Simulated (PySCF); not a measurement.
C6H5 (doublet state).
Bonds: C1–C2 (double), C2–C3, C3–C4 (double), C4–C5, C5–C6 (double), C2–C5. Hydrogens: H7, H8 on C1; H9 on C4; H10, H11 on C6.

As a line formula: `C=C1[C]=CC1=C` [radical].

Theory: UKS B3LYP, pcH-1 on C H, non-relativistic, mean-field spin-orbit, GIAO in PySCF. Isolated species at its GFN2-xTB geometry, gas phase. The geometry wasn't refined by DFT: couplings that depend on bond lengths, twists or pyramidal angles can differ widely from those at the functional's own minimum. The SCF solution wasn't tested for stability.

Computed for the main isotopes (class means, splittings of 0.05 mT or more): g = 2.0021; H9 1H +15.2 MHz (0.54 mT); H8 1H +6.6 MHz (0.24 mT); H10 1H +5.0 MHz (0.18 mT); H11 1H +3.7 MHz (0.13 mT); H7 1H +3.4 MHz (0.12 mT); 32 first-order lines, 1.21 mT wide. Two of these splittings differ by less than 0.03 mT, so with lines wider than that fewer lines would be seen.

What changes when 1H at H9 is replaced by 2H?

The spin density stays the same (vibrational effects aside), so a scales with the nuclear g factor: 0.85744/5.58569 = 0.1535, so a goes from +15.2 to +2.3 MHz (0.083 mT). The spin goes from 1/2 to 1, so the 1:1 doublet becomes a 1:1:1 triplet. The spectrum then has 48 first-order lines over 0.83 mT.

Where do the 13C satellites of C3 appear, and how strong are they?

a = +412.9 MHz, or 14.74 mT in magnitude, and I = 1/2, so to first order each main line has two satellites, at ±7.37 mT. The isotope's abundance is about 1.07 %, shared among 2 lines, so each has 0.54 % of the main line's intensity. At 340 mT second-order shifts move them to lower field by up to 0.16 mT.

Give position and intensity of the satellites from 13C at C5.

a = +115.0 MHz, or 4.10 mT in magnitude, and I = 1/2, so to first order each main line has two satellites, at ±2.05 mT. The isotope's abundance is about 1.07 %, shared among 2 lines, so each has 0.54 % of the main line's intensity.
